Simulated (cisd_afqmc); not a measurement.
Input (AFQMC/CISD/cc-pV(D+d)Z; cisd_afqmc is a phaseless AFQMC code with CISD trial states that reads the integrals written by Ansatz): A basis named .json is the Basis Set Exchange file of that set.

Ansatz 0.2 input:
```python
import cisd_afqmc

open("ham.yaml", "w").write("""\
crystal:
  periodic: [false, false, false]
  atoms:
    - {symbol: Si, position_ang: [0.00013137, 0.09379286, -0.00506959]}
    - {symbol: H, position_ang: [-1.28673356, -0.65435788, 0.04272540]}
    - {symbol: H, position_ang: [1.28489441, -0.65874222, 0.02824883]}
basis:
  gaussian:
    orbitals: cc-pV_D+d_Z.json
total_charge: 1
magnetization: {spin_polarized: true, initial_magnetization: 1}
correlation: {method: ccsd, electrons: outside_noble_gas, hamiltonian_folder: ham}
""")
rep = cisd_afqmc.ansatz("ham.yaml")
e_ccsd = rep["correlation"]["coupled_cluster"]["energy"]["hartree"]
out = cisd_afqmc.run("ham", e_ccsd, trial="CISD", walkers=200, populations=8, threads=8, dt=0.005, steps=40, early=24, settle=10, least=32,
    cut=5e-5, rank_cut=2e-4, target=0.0004, seconds=1500, seed=1, memory=17280, gpu=False)
```

Output:

```
orbitals 28, occupied [3, 2], factors 144 of 342, rank of the doubles 60 of 127
E(HF) = -289.731515
E(CCSD) on the cut factors = -289.814181, shift to the whole factors -0.000012
Energy of the trial state on the determinant = -289.814071
  tau behind 7.2 of longer steps, mean of the populations' last blocks
   2.0  -289.81610
   4.0  -289.81588
   6.0  -289.81605
   8.0  -289.81570
blocks 350 (4 outliers left out), error by blocks joined: 1: 0.00003, 2: 0.00004, 4: 0.00005, 8: 0.00005, 16: 0.00005
E(AFQMC/CISD) = -289.81609 +/- 0.00005
```
